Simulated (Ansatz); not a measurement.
A structure relaxed at PBE-D4/def2-TZVP in Ansatz, charge 0, singlet:

```xyz
4

Al   -0.656   -0.705    0.404
O     0.359    1.179   -1.619
O     0.163    0.438   -0.564
H     0.134   -0.913    1.778
```

(1) Give its formula and point group.

(2) Summarise the bond lengths by kind (pairs closer than 1.2 times the sum of covalent radii, bridged metal pairs left out).

## Answers

(1) the cluster AlO₂H. Point group Cs (tolerance 0.1 Å).

(2) 1 × Al–O 1.71 Å; 1 × O–O 1.30 Å; 1 × Al–H 1.60 Å.

The structure holds 1 bond(s) between oxygen atoms. The restricted singlet is unstable towards broken spin symmetry at other levels; at PBE-D4/def2-TZVP this wasn't settled. Another isomer (singlet) lies 5.64 eV lower at PBE0-D4/def2-TZVP; other spin states weren't run for this one.
